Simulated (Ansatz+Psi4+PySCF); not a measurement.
Results of a calculation; reference values are marked as such.
This PySCF input gave a total energy of -274.31656 hartree.

```python
from pyscf import gto, scf, mp

mol = gto.M(atom="""
F 0.000000 1.110580 -0.273730
O 0.000000 0.000000 0.615890
F 0.000000 -1.110580 -0.273730
""", basis='cc-pvtz', charge=0, spin=0)
mf = scf.RHF(mol)
mf.kernel()
pt = mp.MP2(mf, frozen=3).run()
print(mf.e_tot, pt.e_corr, pt.e_tot)
```

**Question.** Write an input for Ansatz with the same method and basis set.

**Answer.**

```yaml
crystal:
  periodic: [false, false, false]
  atoms:
    - { symbol: F, position_ang: [0.0, 1.11058, -0.27373] }
    - { symbol: O, position_ang: [0.0, 0.0, 0.61589] }
    - { symbol: F, position_ang: [0.0, -1.11058, -0.27373] }
basis:
  gaussian: { orbitals: cc-pVTZ }
hamiltonian:
  xc: hf
correlation:
  method: mp2
  frozen_orbitals: { F: 1, O: 1 }
scf:
  omitted_lower_state_checks: [stability, starts, atomic_configurations, cluster_reference, orbital_swaps, given_window_search, neighbouring_geometries, increment]
```

Ansatz (development build ahead of 0.2.0) gave -274.31656 hartree, 0.13 meV from the first. Caution: unrestricted orbitals would lower the determinant.
